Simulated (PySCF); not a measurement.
Species: ethenimine, C2H3N.
Bonds: C1–C2 (double), C2–N3 (double). Hydrogens: H4, H5 on C1; H6 on N3.

Method: PBE0-D3(BJ)/def2-SVP geometry optimisation, gas phase (PySCF 2.14.0); density fitting, grid level 1; the optimiser is geomeTRIC in internal coordinates, started from an MMFF94s structure with every atom displaced at random (about 0.03 Å).

Geometry at step 2:
```
atom  x, y, z in Å
C1     -0.9531   -0.1550   -0.0615
C2      0.3527   -0.0229   -0.1433
N3      1.5671    0.0571   -0.2907
H4     -1.3595   -1.0822    0.3351
H5     -1.6087    0.6339   -0.4083
H6      2.0646    0.4731    0.4994
```

Q: What forces act on the atoms?

A: 
```json
{"atom": "C1", "Fx (eV/Å)": "0.422", "Fy (eV/Å)": "-0.176", "Fz (eV/Å)": "-0.038"}
{"atom": "C2", "Fx (eV/Å)": "0.124", "Fy (eV/Å)": "0.067", "Fz (eV/Å)": "0.047"}
{"atom": "N3", "Fx (eV/Å)": "-0.267", "Fy (eV/Å)": "-0.002", "Fz (eV/Å)": "-0.034"}
{"atom": "H4", "Fx (eV/Å)": "-0.158", "Fy (eV/Å)": "-0.093", "Fz (eV/Å)": "0.070"}
{"atom": "H5", "Fx (eV/Å)": "-0.214", "Fy (eV/Å)": "0.200", "Fz (eV/Å)": "-0.083"}
{"atom": "H6", "Fx (eV/Å)": "0.093", "Fy (eV/Å)": "0.004", "Fz (eV/Å)": "0.038"}
```

The largest, 0.46 eV/Å, acts on C1; the rms over all components is 0.157 eV/Å. The forces sum to zero within rounding, as they must for an isolated molecule in no field.

Q: Give the force on C1 in Eh/bohr and in nN.

A: 0.459 eV/Å ÷ 51.422 = 0.00892 Eh/bohr, and 0.459 eV/Å × 1.602 = 0.73 nN.

Q: How far is this geometry from the end of the optimisation?

A: 0.006 eV above it, and 0.018 Å rms away after alignment. The bonds farthest from their final lengths, with half the difference of the two atoms' forces along the bond (positive lengthens):

```csv
bond,now (Å),final (Å),force along bond (eV/Å)
C1–H5,1.083,1.091,+0.34
C1–H4,1.087,1.092,+0.09
C2=N3,1.226,1.223,-0.19
```

The angle farthest from its final value is C2–C1–H4, 118.7° against 120.3°.

What follows is the cost of the whole optimisation. Time: 3.6 s of wall time; peak memory 0.26 GiB. Hardware: one thread of an Arm Neoverse V2, no GPU, on a shared host.
